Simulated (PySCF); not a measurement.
L and K shells in SiF2H2

Compound: SiF2H2.
Geometry (PBE0-D3(BJ)/def2-SVP, Å), atoms numbered from 1 in this order:
```
atom  x, y, z in Å
Si1   -0.050    0.000   -0.035
F2    -0.029   -0.015    1.576
F3     1.479    0.011   -0.545
H4    -0.705    1.248   -0.485
H5    -0.695   -1.244   -0.510
```

Theory: PySCF, delta-SCF UKS SCAN, pcX-2 on the ionised atom, pcseg-1 elsewhere, spin-free X2C. Each binding energy is the total energy of the core-ionised species, with the hole localised on one atom, minus that of the ground state; both are solved self-consistently, so orbital relaxation is included. The 2p values add to the ΔSCF energy of one spin-free hole a correction within the shell (spin–orbit coupling, ligand field). The splitting includes the ligand field, and 2p3/2 is the mean of two sublevels.

Question: Give the 2p3/2 and 2p1/2 binding energies and the splitting.

Answer: 
```json
{"atom": "Si1", "environment": "silicon bonded to 2 F and 2 H", "2p3/2 (eV)": "109.60", "2p1/2 (eV)": "110.23", "splitting (eV)": "0.63", "mean of the shell (eV)": "109.81"}
```

Question: What are the 1s binding energies of the same atoms?

Answer: Si1 1849.76 eV.

Question: Which Kα1 and Kα2 emission energies and wavelengths follow?

Answer: The photon carries the difference of the 1s-hole and 2p-hole states, both at the ground state's geometry; λ = 12398.42 eV Å/E.

```
atom  Kα1 (eV)  Kα2 (eV)  λ(Kα1) (Å)  λ(Kα2) (Å)
 Si1   1740.16   1739.53      7.1249      7.1275
```

Question: And the 1s levels of the other atoms?

Answer: F2/F3 (fluorine bonded to Si) 693.16 eV.

Atoms equivalent by their bonding share one computed value, that of the first of them. Geometry: PBE0-D3(BJ)/def2-SVP; no solvent, vibrations or thermal averaging.
